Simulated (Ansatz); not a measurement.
Input file:

```yaml
crystal:
  periodic: [false, false, false]
  atoms:
    - {symbol: H, position_ang: [0.000000, 0.000000, -1.160667]}
    - {symbol: H, position_ang: [0.000000, 0.000000, -0.185667]}
    - {symbol: Si, position_ang: [0.000000, 0.000000, 1.346333]}
basis:
  gaussian: {orbitals: aug-cc-pVDZ}
magnetization: {spin_polarized: false, initial_magnetization: 2}
correlation: {active_space: {ras: {orbitals: [7, 2, 36], electrons: 16, max_holes: 2, max_particles: 2}, fixed_orbitals: true}}
```

```sh
$ ansatz run in.yaml --threads 1 --pin off --events-out ev --progress --plain --max-ram 2393MiB
```

Problem. Roughly how long does this take on 1 thread of Arm Neoverse V2, shared host, and how much host memory?

Solution. 11 s wall and 0.14 GiB.

```
448 factors; integrals over basis functions are off by at most 9.9e-4 eV
mean field evaluation 1: about -7888.4182 eV, gradient 7.1e0 eV
mean field evaluation 2: about -7888.4185 eV, gradient 7.1e0 eV
mean field evaluation 4: about -7888.9406 eV, gradient 5.6e-1 eV
mean field evaluation 8: about -7888.9439 eV, gradient 1.0e-4 eV
mean field evaluation 16: about -7888.6172 eV, gradient 5.3e-4 eV
mean field -7888.94386650 eV, -289.9133397755 hartree, gradient 2.8e-6 eV, S^2 2.000000; 6 other end points of the search recorded, 0 dependent functions left out
reference -7888.94386650 eV, -289.9133397755 hartree; 9, 7 occupied and 36, 38 virtual orbitals, 448 factors
state -7892.35847040 eV, -290.0388241543 hartree
Total energy: -7892.35847040 eV, -290.0388241543 hartree
```
